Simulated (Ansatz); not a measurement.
**A correction line for B2PLYP/def2-TZVPP: atomisation energy**

The atomisation energy (no zero-point term) in kJ/mol of 6 Al-containing radicals: x at B2PLYP/def2-TZVPP, y at CCSD(T)/CBS estimate. Shapes, held fixed at every level: PBE0-D4/def2-TZVP. Flexible molecules stand in one conformer, not always the lowest. Programs: Ansatz 0.2.0.

```
                   molecule  x (kJ/mol)  y (kJ/mol)
      AlS (SMILES [Al]=[S])         399         408
AlCl2 (SMILES [Cl][Al][Cl])         787         808
     AlHF (SMILES [F][AlH])         821           ?
                    Al(SH)2        1319        1352
                   AlH(NH2)        1380        1393
                Al(CH3)(SH)        2192        2221
```

Q: Fit y = c + s·x to the known rows and predict y for AlHF.

A: 
1. Means of the 5 rows: x = 1215.40, y = 1236.4.
2. Σ(Δx)² = 1841609, Σ(Δx·Δy) = 1859145, so the slope is 1859145/1841609 = 1.0095.
3. Intercept: 1236.4 − (1.0095) × 1215.40 = 9.5. The largest residual of the fit is 11.
4. AlHF: 9.5 + 1.0095 × 821 = 838 kJ/mol.

CCSD(T)/CBS estimate gives 832 kJ/mol, so the prediction is off by +6 kJ/mol, within the largest residual. Uncorrected, B2PLYP/def2-TZVPP misses AlHF by -11 kJ/mol, and the other rows by 21 on average. The line overshoots: the miss goes from -11 to +6. Left out in turn, the other rows are missed by 9 kJ/mol on average, so much of the error is systematic among these molecules. Open shells run unrestricted. The CBS estimate extrapolates MP2 from def2-TZVPP and def2-QZVPP and adds CCSD(T) − MP2 in the triple-zeta set, cores frozen.
